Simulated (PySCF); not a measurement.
# S₂F₂: singlet, from a trigonal pyramidal start

Aim: relax S₂F₂ as a singlet from a trigonal pyramidal start, check by its vibrations whether the end is a minimum, and collect its spectrum and constants.

The runs use PySCF 2.14.0; PBE, basis S def2-TZVP, F def2-TZVP, no relativity, density fitting.

### Step 1. The system as given

4 atoms, charge 0, spin multiplicity 1.

Bond lengths: S1–S2 1.880 Å, S1–F3 1.670 Å, S1–F4 1.670 Å. Angles: S2–S1–F3 99.8°, S2–S1–F4 99.8°, F3–S1–F4 99.8°.

```xyz
4
charge 0 multiplicity 1
S     0.0000   -0.6199    0.0000
S     1.1739    0.8487    0.0000
F    -0.9877   -0.1925   -1.2770
F    -0.9877   -0.1925    1.2770
```

### Step 2. The SCF at the typed geometry

One driver script runs all steps and calls PySCF; scf.py shows how it sets up the SCF of each step. The optimiser is the driver's own. After this first run the driver tries any further starts and a stability analysis.

scf.py reads:

```python
from pyscf import gto, scf, dft
mol = gto.M(atom='''
S     -0.000000    -0.619870    -0.000010
S      1.173850     0.848690    -0.000010
F     -0.987710    -0.192540    -1.276970
F     -0.987740    -0.192540     1.277000''',
    basis={'S': 'def2-TZVP', 'F': 'def2-TZVP'},
    charge=0, spin=0)
mf = dft.RKS(mol, xc='PBE')
mf.grids.atom_grid = (50, 194)
aux = {'S': 'def2-universal-JKFIT', 'F': 'def2-universal-JKFIT'}
mf = mf.density_fit(auxbasis=aux)
mf.conv_tol = 1e-08
mf.diis_space = 10
mf.max_cycle = 60
mf.init_guess = 'minao'
mf.verbose = 4
mf.kernel()
```

On the command line:

```console
> OMP_NUM_THREADS=4 python axn.py task.json out
```

What it wrote:

```text
init E= -996.16916728317
  HOMO = -0.284880801948315  LUMO = -0.111629262056432  gap/eV = 4.71441
cycle= 1 E= -995.525639585743  delta_E= 0.644  |g|= 0.817  |ddm|= 2.03
  HOMO = -0.227168626764946  LUMO = -0.138204719868988  gap/eV = 2.42083
cycle= 2 E= -994.692053133902  delta_E= 0.834  |g|= 2.21  |ddm|= 1.73
  HOMO = -0.260529075567879  LUMO = -0.10668531293895  gap/eV = 4.18630
cycle= 3 E= -995.626440910098  delta_E= -0.934  |g|= 0.284  |ddm|= 1.43
  HOMO = -0.25351379633504  LUMO = -0.125767132984732  gap/eV = 3.47616
cycle= 4 E= -995.623185956388  delta_E= 0.00325  |g|=  0.3  |ddm|= 0.483
  HOMO = -0.264142136948346  LUMO = -0.124131785318055  gap/eV = 3.80988
cycle= 5 E= -995.648106383405  delta_E= -0.0249  |g|= 0.0593  |ddm|= 0.284
  HOMO = -0.260573374182749  LUMO = -0.121467923584146  gap/eV = 3.78525
cycle= 6 E= -995.648936064242  delta_E= -0.00083  |g|= 0.00871  |ddm|= 0.0486
  HOMO = -0.260935026495645  LUMO = -0.121415524079071  gap/eV = 3.79652
cycle= 7 E= -995.648954931341  delta_E= -1.89e-05  |g|= 0.0014  |ddm|= 0.0084
  HOMO = -0.260859603326981  LUMO = -0.121369241099689  gap/eV = 3.79573
cycle= 8 E= -995.648955273387  delta_E= -3.42e-07  |g|= 0.000578  |ddm|= 0.00124
  HOMO = -0.26091320154402  LUMO = -0.121391488098644  gap/eV = 3.79658
cycle= 9 E= -995.648955357283  delta_E= -8.39e-08  |g|= 0.000295  |ddm|= 0.000576
  HOMO = -0.260916110905305  LUMO = -0.121390484249918  gap/eV = 3.79669
cycle= 10 E= -995.648955371869  delta_E= -1.46e-08  |g|= 8.35e-05  |ddm|= 0.000195
  HOMO = -0.260911526584219  LUMO = -0.121386677230188  gap/eV = 3.79666
cycle= 11 E= -995.64895537317  delta_E= -1.3e-09  |g|= 1.06e-05  |ddm|= 5.84e-05
  HOMO = -0.260910582892293  LUMO = -0.121386230735333  gap/eV = 3.79665
Extra cycle  E= -995.648955372999  delta_E= 1.71e-10  |g|= 2.99e-05  |ddm|= 2.96e-05
converged SCF energy = -995.648955372999
```

This step, with its further starts and checks, ran for 8.6 s (4 threads of Arm Neoverse N1, shared host).

The test of internal stability found no lower closed-shell solution.

### Step 3. Relaxing the singlet from the trigonal pyramidal start

The program finds Cs symmetry in the start, which this walk keeps. The walk stops when the largest gradient is under 0.0003 Eh/bohr and the energy has settled too.

scf.py: that of step 2 with these lines changed.

```diff
@@ -3,4 +3,4 @@
-S     -0.000000    -0.619870    -0.000010
-S      1.173850     0.848690    -0.000010
-F     -0.987710    -0.192540    -1.276970
-F     -0.987740    -0.192540     1.277000''',
+S     -0.000000    -0.619869     0.000001
+S      1.173850     0.848691    -0.000002
+F     -0.987725    -0.192542    -1.276984
+F     -0.987725    -0.192537     1.276986''',
@@ -16 +15,0 @@
-mf.init_guess = 'minao'
```

Steps of the walk:

```csv
step,energy (Eh),change (kJ/mol),largest symmetric gradient (Eh/bohr)
0,-995.648955,0.00,0.03073
1,-995.655819,-18.02,0.01049
2,-995.656118,-18.80,0.00831
3,-995.656392,-19.53,0.00108
4,-995.656399,-19.54,0.00016
5,-995.656399,-19.54,0.00004
```

The walk took 10 s.

Geometry (Å) and forces (eV/Å) at some steps:

```
step 0
S    0.000  -0.620   0.000   0.187   1.580   0.000
S    1.174   0.849   0.000   0.752  -0.396   0.000
F   -0.988  -0.193  -1.277  -0.470  -0.592   0.378
F   -0.988  -0.193   1.277  -0.470  -0.592  -0.378
step 1
S    0.028  -0.523   0.000  -0.164  -0.540   0.000
S    1.286   0.853   0.000   0.162   0.341   0.000
F   -1.058  -0.243  -1.229   0.001   0.100   0.268
F   -1.058  -0.243   1.229   0.001   0.100  -0.269
step 3
S    0.037  -0.541   0.000   0.053   0.049   0.000
S    1.287   0.861   0.000  -0.040  -0.059   0.000
F   -1.063  -0.238  -1.197  -0.006   0.005   0.026
F   -1.063  -0.238   1.197  -0.006   0.005  -0.027
step 5
S    0.039  -0.540   0.000  -0.004  -0.001   0.000
S    1.287   0.860   0.000   0.005  -0.007   0.000
F   -1.064  -0.238  -1.194   0.000   0.004   0.000
F   -1.064  -0.238   1.194   0.000   0.004   0.000
```

End point (Cs, 5 steps, 19.5 kJ/mol gained): S–F 1.653 Å (×2), S–S 1.877 Å; F–S–F 92.5°, F–S–S 107.9° (×2).

### Step 4. Vibrations and properties at this point

On the finer grid the gradient is checked again; gradients at displacements of ±0.02 bohr then give force constants and infrared intensities.

scf.py: that of step 3 with these lines changed.

```diff
@@ -3,4 +3,4 @@
-S     -0.000000    -0.619869     0.000001
-S      1.173850     0.848691    -0.000002
-F     -0.987725    -0.192542    -1.276984
-F     -0.987725    -0.192537     1.276986''',
+S      0.020137    -0.551494     0.000001
+S      1.268929     0.848972    -0.000002
+F     -1.084018    -0.250084    -1.192769
+F     -1.084018    -0.250080     1.192771''',
@@ -10 +10 @@
-mf.grids.atom_grid = (50, 194)
+mf.grids.atom_grid = (75, 302)
@@ -13 +13 @@
-mf.conv_tol = 1e-08
+mf.conv_tol = 1e-10
```

The driver hands on the density of the step before, so the log starts near convergence.

Log of the central SCF (cycles and frontier levels):

```text
init E= -995.656507207957
  HOMO = -0.260082108888024  LUMO = -0.123103143327289  gap/eV = 3.72739
cycle= 1 E= -995.656507207925  delta_E= 3.21e-11  |g|= 1.42e-05  |ddm|= 1.09e-05
  HOMO = -0.260081706187057  LUMO = -0.123103798671346  gap/eV = 3.72736
cycle= 2 E= -995.656507207632  delta_E= 2.94e-10  |g|= 4.17e-05  |ddm|= 3.32e-05
  HOMO = -0.260082116308616  LUMO = -0.123103278524753  gap/eV = 3.72738
cycle= 3 E= -995.65650720796  delta_E= -3.28e-10  |g|= 3.21e-06  |ddm|= 2.62e-05
  HOMO = -0.260082039654152  LUMO = -0.123103318513675  gap/eV = 3.72738
cycle= 4 E= -995.656507207964  delta_E= -4.55e-12  |g|= 1.88e-07  |ddm|= 2.57e-06
  HOMO = -0.260082036597491  LUMO = -0.123103291910086  gap/eV = 3.72738
Extra cycle  E= -995.656507207964  delta_E=    0  |g|= 5.03e-07  |ddm|= 4.68e-07
converged SCF energy = -995.656507207964
```

The whole step took 50 s.

Geometry: Cs; S–F 1.653 Å (×2), S–S 1.876 Å; F–S–F 92.4°, F–S–S 108.0° (×2).

Harmonic modes (main isotopes):

```json
{"symmetry": "a''", "ω (cm⁻¹)": "252", "IR (km/mol)": "0.0", "type": "bend"}
{"symmetry": "a'", "ω (cm⁻¹)": "300", "IR (km/mol)": "5.0", "type": "bend"}
{"symmetry": "a'", "ω (cm⁻¹)": "370", "IR (km/mol)": "6.5", "type": "bend"}
{"symmetry": "a''", "ω (cm⁻¹)": "626", "IR (km/mol)": "148", "type": "stretch"}
{"symmetry": "a'", "ω (cm⁻¹)": "667", "IR (km/mol)": "150", "type": "stretch"}
{"symmetry": "a'", "ω (cm⁻¹)": "739", "IR (km/mol)": "180", "type": "stretch"}
```

Every mode is real; the point is a minimum.

Constants and moments:

- Dipole moment: 1.10 D
- Highest occupied level: -7.08 eV
- Lowest empty level: -3.35 eV
- Rotational constants: 0.256, 0.1284, 0.09713 cm⁻¹
- Zero-point energy: 17.7 kJ/mol
- Principal polarisabilities: 27.9, 32.0, 57.1 bohr³
- Atomisation energy without zero-point energy: 1159 kJ/mol
- Principal traceless quadrupole moments about the centre of mass: -1.49, -1.04, 2.52 D Å
- Entropy at 298.15 K and 1 bar: 296.1 J/(mol K)
- Heat capacity Cp at 298.15 K: 65.0 J/(mol K)
- Enthalpy at 298.15 K above 0 K: 14.15 kJ/mol
- Rotational symmetry number: 1

Populations by atom (charges in e):

```json
{"atom": "S1", "Mulliken": "0.47", "Löwdin": "0.33", "polar tensor": "1.50", "Mayer order to S1": "–"}
{"atom": "S2", "Mulliken": "-0.11", "Löwdin": "-0.03", "polar tensor": "-0.33", "Mayer order to S1": "2.07"}
{"atom": "F3,4", "Mulliken": "-0.18", "Löwdin": "-0.15", "polar tensor": "-0.59", "Mayer order to S1": "0.96"}
```

Outer orbital energies (eV). occupied: -12.88, -12.23, -11.03, -10.72, -10.26, -8.76, -7.69, -7.08; empty: -3.35, -2.32, -1.06, 3.94.

Mulliken populations on S1: s 5.84, p 9.06, d 0.56, f 0.06.

### Step 5. What came out

| quantity | value |
| --- | --- |
| minimum | singlet, Cs |
| geometry | S–F 1.653 Å (×2), S–S 1.876 Å; F–S–F 92.4°, F–S–S 108.0° (×2) |
| wavenumbers (cm⁻¹) | 252 (a''), 300 (a'), 370 (a'), 626 (a''), 667 (a'), 739 (a') |
| dipole moment | 1.10 D |
| highest occupied, lowest empty level | -7.08, -3.35 eV |
| polar-tensor charge of S1 | +1.50 e |
| zero-point energy | 17.7 kJ/mol |
| entropy at 298.15 K | 296.1 J/(mol K) |
| atomisation energy (no zero-point energy) | 1159 kJ/mol |

In words: The molecule stays Cs, as typed, and the end point is a minimum. In the infrared the band at 739 cm⁻¹ (a', stretch) leads. Only this shape and spin were tried, so other structures or states may lie lower.

The search up to here took 69 s.
